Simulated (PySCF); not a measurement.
BO⁺: from constants to spectrum

RHF-CCSD(T) constants of BO⁺, ¹Σ⁺ (singlet), closed shell (PySCF, no relativity, basis sets B def2-SVPD, O def2-SVPD; masses 11.0093 and 15.9949 u):

| Property | Result |
| --- | --- |
| ωe | 1786.3 cm⁻¹ |
| ωexe | 12.9 cm⁻¹ |
| Be | 1.7498 cm⁻¹ |
| αe | 0.0197 cm⁻¹ |
| De to B⁺ + O | 3.33 eV |

(1) What force constant and bond length do these constants imply?

(2) Estimate the centrifugal constant D from the Kratzer relation and find the Dunham coefficient a1.

Correlated steps freeze 2 core orbitals. Correlated levels converge slowly with the basis: in double zeta they bind strong bonds too weakly, by up to about 1 eV, and carry superposition errors of some tenths. For an ion De counts to the pair picked by the measured ionisation energies or electron affinities, which need not be the lowest pair at this level. Where the molecule has an RHF reference, its open-shell atoms are computed with UHF. The CCSD T1 diagnostic is raised, a sign that a single reference may not be enough here.

Answers

(1) Reduced mass μred = 6.5209 u; k = 5.8918×10⁻⁷·μred·ωe² (u, cm⁻¹, mdyn/Å) = 12.3 mdyn/Å; Re = √(16.8576/(μred·Be)) (u, cm⁻¹, Å) = 1.215 Å.

(2) D = 4Be³/ωe² = 6.72e-06 cm⁻¹; a1 = −1 − αeωe/(6Be²) = -2.92.
